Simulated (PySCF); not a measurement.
Molecule: SMILES C1C[SiH2]1, C2H6Si.

Bonds (- single, = double, # triple, : aromatic): C1-C2 1.537 Å, C2-Si3 1.862 Å, Si3-C1 1.862 Å. C1 carries H4, H5; C2 carries H6, H7; Si3 carries H8, H9.

Geometry PBE0-D3(BJ)/def2-SVP throughout; GIAO in PySCF 2.14.0 with density-fitted response routines, gas phase, one conformer, non-relativistic; equivalent atoms averaged; functional PBE0.

For orientation, def2-TZVP gives these absolute shieldings σ: C1/C2 196.7, Si3 484.1, H8/H9 28.65, H4/H5/H6/H7 31.02 ppm.

A run gave: C1/C2 194.1, Si3 499.8, H8/H9 28.73, H4/H5/H6/H7 30.77 ppm (absolute shieldings σ).

**Question.** Which basis set was used in that run?
A. pcSseg-1
B. aug-cc-pVDZ
C. cc-pVTZ
D. pcSseg-0

**Answer.** A. C1/C2 tells them apart best: pcSseg-1 gives 194.1, cc-pVTZ gives 197.0, aug-cc-pVDZ gives 204.5, pcSseg-0 gives 202.7 ppm.
